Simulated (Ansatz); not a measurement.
# [PH4]+ (phosphonium): levels of theory compared

Aim: a comparison of 6 runs (UHF/3-21G, B3LYP/6-31G, HSE06/6-31G, PBE/6-31G, UPBE/6-31G, UCCSD(T)/3-21G) of [PH4]+ (phosphonium). 

The results are computed with Ansatz 0.2.0.

### Step 1. The system as given

The species is [PH4]+ (5 atoms), meant as a singlet with charge +1. As SMILES, `[PH4+]`. The H3–P1 distance was set to 1.719 Å, away from the relaxed value.

Bond lengths: P1–H2 1.375 Å, P1–H4 1.375 Å, P1–H5 1.375 Å. Angles: H2–P1–H4 109.5°, H2–P1–H5 109.5°, H4–P1–H5 109.5°.

### Step 2. A single-point energy at UHF/3-21G (run 1)

in.yaml reads:

```yaml
crystal:
  periodic: [false, false, false]
  atoms:
    - {symbol: P, position_ang: [0.154283, 0.253976, -0.172665]}
    - {symbol: H, position_ang: [1.511763, 0.192646, 0.037735]}
    - {symbol: H, position_ang: [-0.617320, -1.016050, 0.691010]}
    - {symbol: H, position_ang: [-0.107557, 0.120226, -1.516055]}
    - {symbol: H, position_ang: [-0.323947, 1.465116, 0.269115]}
basis:
  gaussian:
    orbitals: 3-21G.json
total_charge: 1
magnetization:
  spin_polarized: true
hamiltonian:
  xc: hf
accuracy: high
```

The basis set 3-21G is read from a file made from the Basis Set Exchange's data (not shown).

Launch:

```bash
ansatz run in.yaml --threads 1 --pin off --max-ram 2610MiB --events-out events.jsonl --progress --plain --runs-dir runs
```

Standard output:

```text
Warning: RAYON_NUM_THREADS=1 ignored (pool sized by the plan → 1); use --threads N
Functional definition: HF
  name "HF"
  exchange = exact_x
  correlation = 0
419 factors; integrals over basis functions are off by at most 4.0e-9 eV
mean field evaluation 1: about -9277.8846 eV, gradient 6.8e0 eV
mean field evaluation 2: about -9277.8765 eV, gradient 6.8e0 eV
mean field evaluation 4: about -9278.2481 eV, gradient 3.7e-1 eV
mean field evaluation 8: about -9278.2498 eV, gradient 4.9e-7 eV
mean field -9278.24975972 eV, -340.9693896460 hartree, gradient 2.7e-8 eV, S^2 0.000000; 0 other end points of the search recorded, 0 dependent functions left out
reference -9278.24975972 eV, -340.9693896460 hartree; 9, 9 occupied and 12, 12 virtual orbitals, 419 factors
Total energy: -9278.24975972 eV, -340.9693896460 hartree
```

Run time: 0.14 s. Hardware: 1 thread of AMD EPYC 7R43 (Zen 3), shared host.

### Step 3. A single-point energy at B3LYP/6-31G (run 2)

input.yaml reads:

```yaml
crystal:
  periodic: [false, false, false]
  atoms:
    - {symbol: P, position_ang: [0.154283, 0.253976, -0.172665]}
    - {symbol: H, position_ang: [1.511763, 0.192646, 0.037735]}
    - {symbol: H, position_ang: [-0.617320, -1.016050, 0.691010]}
    - {symbol: H, position_ang: [-0.107557, 0.120226, -1.516055]}
    - {symbol: H, position_ang: [-0.323947, 1.465116, 0.269115]}
basis:
  gaussian:
    orbitals: 6-31G
total_charge: 1
hamiltonian:
  xc: {name: B3LYP}
accuracy: high
```

Launch:

```bash
ansatz run input.yaml --threads 1 --pin off --max-ram 2610MiB --events-out events.jsonl --progress --plain --runs-dir runs
```

Standard output:

```text
Warning: RAYON_NUM_THREADS=1 ignored (pool sized by the plan → 1); use --threads N
Functional definition: B3LYP
  name "B3LYP"
  parameter a0 = 0.2
  parameter ax = 0.72
  parameter ac = 0.81
  exchange = (1 - a0 - ax)*slater_x + ax*b88_x + a0*exact_x
  correlation = (1 - ac)*vwn_rpa_c + ac*lyp_c
476 factors; integrals over basis functions are off by at most 4.1e-9 eV
mean field evaluation 1: about -9342.6476 eV, gradient 1.7e1 eV
mean field evaluation 2: about -9342.8341 eV, gradient 1.6e1 eV
mean field evaluation 4: about -9343.8445 eV, gradient 1.1e-1 eV
mean field evaluation 8: about -9343.8360 eV, gradient 4.6e-4 eV
mean field -9343.83595400 eV, -343.3796378299 hartree, gradient 1.5e-8 eV, S^2 0.000000; 0 other end points of the search recorded, 0 dependent functions left out
reference -9343.83598385 eV, -343.3796389271 hartree; 9, 9 occupied and 12, 12 virtual orbitals, 476 factors
Total energy: -9343.83598385 eV, -343.3796389271 hartree
```

It took 0.77 s on 1 thread of AMD EPYC 7R43 (Zen 3), shared host; peak memory 0.1 GiB.

Runs 3 to 4 aren't shown in full; the table further down has their settings and results.

### Step 4. The energy at UPBE/6-31G (run 5)

run.yaml reads:

```yaml
crystal:
  periodic: [false, false, false]
  atoms:
    - symbol: P
      position_ang: [0.154283, 0.253976, -0.172665]
    - symbol: H
      position_ang: [1.511763, 0.192646, 0.037735]
    - symbol: H
      position_ang: [-0.617320, -1.016050, 0.691010]
    - symbol: H
      position_ang: [-0.107557, 0.120226, -1.516055]
    - symbol: H
      position_ang: [-0.323947, 1.465116, 0.269115]
basis:
  gaussian: {orbitals: 6-31G}
total_charge: 1
magnetization: {spin_polarized: true, initial_magnetization: 0}
hamiltonian: {xc: {name: PBE}}
accuracy: high
```

Launch:

```bash
ansatz run run.yaml --threads 1 --pin off --max-ram 2610MiB --events-out events.jsonl --progress --plain --runs-dir runs
```

Standard output:

```text
Warning: RAYON_NUM_THREADS=1 ignored (pool sized by the plan → 1); use --threads N
Functional definition: PBE
  name "PBE"
  parameter kappa = 0.804
  parameter beta = 0.06672455060314922
  exchange = pbe_x(kappa = kappa, mu = beta*pi^2/3)
  correlation = pbe_c(beta = beta)
476 factors; integrals over basis functions are off by at most 4.1e-9 eV
mean field evaluation 1: about -9337.0148 eV, gradient 1.5e1 eV
mean field evaluation 2: about -9336.1780 eV, gradient 1.8e1 eV
mean field evaluation 4: about -9338.7252 eV, gradient 3.1e-1 eV
mean field evaluation 8: about -9338.7162 eV, gradient 5.2e-4 eV
mean field -9338.71616866 eV, -343.1914891893 hartree, gradient 2.4e-8 eV, S^2 0.000000; 0 other end points of the search recorded, 0 dependent functions left out
reference -9338.71617103 eV, -343.1914892761 hartree; 9, 9 occupied and 12, 12 virtual orbitals, 476 factors
Total energy: -9338.71617103 eV, -343.1914892761 hartree
```

Wall time 1.2 s (1 thread of AMD EPYC 7R43 (Zen 3), shared host); peak memory 0.12 GiB.

### Step 5. The energy at UCCSD(T)/3-21G (run 6)

job.yaml reads:

```yaml
basis:
  gaussian:
    orbitals: 3-21G.json
crystal:
  periodic: [false, false, false]
  atoms:
    - symbol: P
      position_ang: [0.154283, 0.253976, -0.172665]
    - symbol: H
      position_ang: [1.511763, 0.192646, 0.037735]
    - symbol: H
      position_ang: [-0.617320, -1.016050, 0.691010]
    - symbol: H
      position_ang: [-0.107557, 0.120226, -1.516055]
    - symbol: H
      position_ang: [-0.323947, 1.465116, 0.269115]
scf:
  omitted_lower_state_checks: [cluster_reference, increment]
accuracy: high
total_charge: 1
magnetization:
  spin_polarized: true
correlation:
  method: ccsd_t
  frozen_orbitals: {H: 0, P: 5}
```

The basis set 3-21G is read from a file made from the Basis Set Exchange's data (not shown).

Launch:

```bash
ansatz run job.yaml --threads 1 --pin off --max-ram 2610MiB --events-out events.jsonl --progress --plain --runs-dir runs
```

Standard output (excerpt; [...] marks lines left out):

```text
Warning: RAYON_NUM_THREADS=1 ignored (pool sized by the plan → 1); use --threads N
[... 2 set-up lines as earlier in the session ...]
[...]
419 factors; integrals over basis functions are off by at most 4.0e-9 eV
[...]
mean field -9278.24975972 eV, -340.9693896460 hartree, gradient 2.7e-8 eV, S^2 0.000000; 0 other end points of the search recorded, 0 dependent functions left out
5 core orbitals not correlated: weight in the atoms' cores, before any rotation towards them, 1.000 or more for the frozen orbitals, at most 0.000 for the correlated occupied ones
reference -9278.24975972 eV, -340.9693896460 hartree; 4, 4 occupied and 12, 12 virtual orbitals, 419 factors
second order -2.03528720 eV of doubles, -0.00000000 eV of singles
cycle   1  -2.50427458 eV  change   -4.7e-1 eV  update   5.6e-2
[...]
cycle  17  -2.75216853 eV  change  -1.8e-10 eV  update  3.5e-10
perturbative correction -0.02915252 eV, -0.0010713352 hartree
Total energy: -9281.03108076 eV, -341.0716013092 hartree
Checks for a lower state left out: cluster_reference, increment
```

It took 0.26 s on 1 thread of AMD EPYC 7R43 (Zen 3), shared host.

### Step 6. Overview of the runs

```tsv
run	level	frozen core orbitals	energy (Eh)	wall time
1	UHF/3-21G	–	-340.969390	0.14 s
2	B3LYP/6-31G	–	-343.379639	0.77 s
3	HSE06/6-31G	–	-343.212506	0.89 s
4	PBE/6-31G	–	-343.191489	0.71 s
5	UPBE/6-31G	–	-343.191489	1.2 s
6	UCCSD(T)/3-21G	5	-341.071601	0.26 s
```

### Step 7. Outcome

| quantity | value |
| --- | --- |
| run 6: total energy | -341.07160 Eh |
| run 6: correlation energy (5 core orbitals frozen) | -102.2 mEh |
| run 6: (T) correction | -1.07 mEh |
| run 6: T1 diagnostic | 0.006 |

What this shows: Totals of different functionals can't be ranked against each other. All runs together took 4 s, the longest 1.2 s.
